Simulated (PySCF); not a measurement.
Molecule: `C(=C)F`, C2H3F.

Cartesian coordinates in Å; atom numbers follow the order of the lines, from 1:
```xyz
6

C    -0.6782   -0.1325    0.0775
C     0.6078    0.1492   -0.0795
F     1.5229   -0.7793   -0.3387
H    -1.0457   -1.1581    0.0007
H    -1.3843    0.6715    0.2861
H     1.0406    1.1531   -0.0154
```

Spin–spin couplings on one PBE0-D3(BJ)/def2-SVP geometry, PySCF 2.14.0 with density-fitted response routines, gas phase, non-relativistic, equivalent pairs averaged; isotopes ¹H; basis pcJ-1.

Reference values (Hz): ³J(H5,H6) = 4.7 (measured; UCL NMR lecture notes, Spin-Spin Coupling (L3_3_97)); ³J(H4,H6) = 12.8 (measured; UCL NMR lecture notes, Spin-Spin Coupling (L3_3_97)); ²J(H4,H5) = -3.2 (measured; UCL NMR lecture notes, Spin-Spin Coupling (L3_3_97)).

Question: How do the couplings (Hz) change with the functional? Times are CPU seconds on shared hosts with different chips, so compare them loosely.

Answer: 
```
functional  functions  ³J(H5,H6)  ³J(H4,H6)  ²J(H4,H5)  mean abs. error  core-s
       LDA        111        3.9        9.8       -1.0              2.0     3.7
       PBE        111        4.6       12.9       -2.0              0.5     4.1
       KT2        111        5.7       17.6       -4.2              2.2     3.8
     B3LYP        111        5.6       14.2       -2.4              1.0     4.2
      PBE0        111        5.7       14.2       -4.0              1.1       4
     B97-2        111        4.9       12.6       -2.6              0.3       4
 BHandHLYP        111        7.7       17.0       -5.4              3.1     4.8
 CAM-B3LYP        111        6.1       14.2       -2.9              1.1     5.4
```

Errors compare magnitudes, without vibrational corrections, and the largest couplings weigh most in the mean. Closest: B97-2 and PBE, practically level; furthest: BHandHLYP. Left out for a near triplet instability: HF/pcJ-1.
